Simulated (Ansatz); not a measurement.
Process, species as SMILES: N#C (CH-N) → C atom + H atom + N atom
B3LYP-D3(BJ)/def2-TZVP geometries, fixed; electronic energies without zero-point terms.
Largest species:
```
C
N 1 1.1462
H 1 1.0667 2 180.00
```
Charge 0, spin multiplicity 1.

Basis-set convergence of the atomisation energy at wB97M-V with Ansatz (an electronic-structure program). Cartesian d functions, on some or all atoms, in 6-31G*, 6-31G**, 6-31+G*; all else is spherical. The program fits the integrals of some runs and decomposes those of others, by size. Open shells are unrestricted. The functional holds VV10 correlation; no added dispersion term, no relativity. Functions are those of the species that has most. Reference: the value in pcseg-4, 313.90 kcal/mol, itself unsure by roughly 0.12 kcal/mol (its mean distance from aug-pcseg-3, aug-cc-pVQZ, cc-pV5Z). Deviations are taken from unrounded values.

| basis | functions | atomisation energy (kcal/mol) | minus reference (kcal/mol) |
|---|---|---|---|
| 6-31G | 20 | 292.66 | -21.24 |
| 6-31G* | 32 | 311.15 | -2.75 |
| cc-pVDZ | 33 | 308.60 | -5.30 |
| def2-SVP | 33 | 315.15 | 1.25 |
| pcseg-1 | 33 | 308.40 | -5.50 |
| 6-31G** | 35 | 312.36 | -1.54 |
| 6-31+G* | 40 | 308.72 | -5.18 |
| 6-311G** | 42 | 311.14 | -2.76 |
| aug-cc-pVDZ | 55 | 307.09 | -6.81 |
| 6-311++G(2d,2p) | 64 | 311.53 | -2.37 |
| pcseg-2 | 74 | 313.74 | -0.17 |
| def2-TZVPP | 76 | 313.56 | -0.34 |
| def2-TZVPPD | 91 | 313.69 | -0.21 |
| 6-311++G(3df,3pd) | 96 | 314.02 | 0.11 |
| aug-pcseg-2 | 115 | 313.84 | -0.06 |
| pcseg-3 | 153 | 313.89 | -0.01 |
| aug-cc-pVQZ | 206 | 313.60 | -0.30 |
| aug-pcseg-3 | 219 | 313.90 | -0.01 |

The smallest set listed that lies within 1 kcal/mol of the reference with all its larger relatives (same family, alike in diffuse functions; a set with none counts only in the reference's own line) is pcseg-2 (74 functions, -0.17 kcal/mol off). Inside, with no larger relative to test it: 6-311++G(3df,3pd), aug-cc-pVQZ. (Relatives not listed, tested too: def2-QZVP -0.35, def2-QZVPP -0.35, def2-QZVPPD -0.36, pcseg-4 0.00 kcal/mol.)
